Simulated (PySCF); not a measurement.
Species: C5H7F.
Numbering: `[CH2:1]=[C:2]=[CH:3][C@@H:4]([CH3:5])[F:6]` (hydrogens: H7, H8 on C1; H9 on C3; H10 on C4; H11, H12, H13 on C5)

Structure used (PBE0-D3(BJ)/def2-SVP), in Å, numbered top down from 1:
```
atom  x, y, z in Å
C1     2.7311   -0.3372   -0.3590
C2     1.5595    0.0267    0.0921
C3     0.3791    0.3829    0.5326
C4    -0.8380    0.5141   -0.3381
C5    -1.9574   -0.4140    0.0786
F6    -1.3016    1.8162   -0.2550
H7     3.4618    0.4031   -0.7018
H8     3.0195   -1.3929   -0.4042
H9     0.2400    0.5958    1.6008
H10   -0.5551    0.3301   -1.3886
H11   -2.2360   -0.2288    1.1270
H12   -2.8433   -0.2437   -0.5507
H13   -1.6471   -1.4641   -0.0210
```

Jobs on this species (13 atoms, 46 electrons) with PySCF (density fitting). Hardware of each: an Arm Neoverse V2 with one thread (shared host). The host was shared with other jobs, so the times are rough. Peak memory is the resident size of the whole Python process, interpreter and libraries included.

```csv
level and settings,work,basis functions,SCF cycles,wall time,peak memory
"delta-SCF UKS SCAN, pcX-2 on the ionised atom, pcseg-1 elsewhere, non-relativistic","ΔSCF core ionisation, 6 holes",150,?,?,?
"delta-SCF UKS SCAN, pcX-1 on the ionised atom, pcseg-1 elsewhere, spin-free X2C","ΔSCF core ionisation, 6 holes",129,?,?,?
"delta-SCF UKS SCAN, def2-TZVP on the ionised atom, pcseg-1 elsewhere, spin-free X2C","ΔSCF core ionisation, 6 holes",136,117,44 s,0.57 GiB
"PBE0-D3(BJ)/def2-SVP, grid level 1",geometry optimisation from a GFN2-xTB start shaken at random,119,48,31 s,0.51 GiB
"delta-SCF UKS HF, pcX-2 on the ionised atom, pcseg-1 elsewhere, spin-free X2C","ΔSCF core ionisation, 6 holes",150,110,27 s,0.57 GiB
"delta-SCF UKS B3LYP, pcX-2 on the ionised atom, pcseg-1 elsewhere, spin-free X2C","ΔSCF core ionisation, 6 holes",150,100,43 s,0.60 GiB
"delta-SCF UKS SCAN, pcX-2 on the ionised atom, pcseg-1 elsewhere, spin-free X2C","ΔSCF core ionisation, 6 holes",150,118,41 s,0.53 GiB
"delta-SCF UKS PBE0, pcX-2 on the ionised atom, pcseg-1 elsewhere, spin-free X2C","ΔSCF core ionisation, 6 holes",150,98,42 s,0.57 GiB
"delta-SCF UKS PBE, pcX-2 on the ionised atom, pcseg-1 elsewhere, spin-free X2C","ΔSCF core ionisation, 6 holes",150,105,23 s,0.57 GiB
```

Problem. Fill in the missing figures.

Solution. 
- delta-SCF UKS SCAN, pcX-2 on the ionised atom, pcseg-1 elsewhere, non-relativistic; ΔSCF core ionisation, 6 holes: 43 s, 0.57 GiB, 118 SCF cycles
- delta-SCF UKS SCAN, pcX-1 on the ionised atom, pcseg-1 elsewhere, spin-free X2C; ΔSCF core ionisation, 6 holes: 36 s, 0.57 GiB, 115 SCF cycles

Problem. What do all jobs in the table cost together?

Solution. About 5.5 min; the longest takes about 13 % of that, and about 1.9 times as long as the shortest.
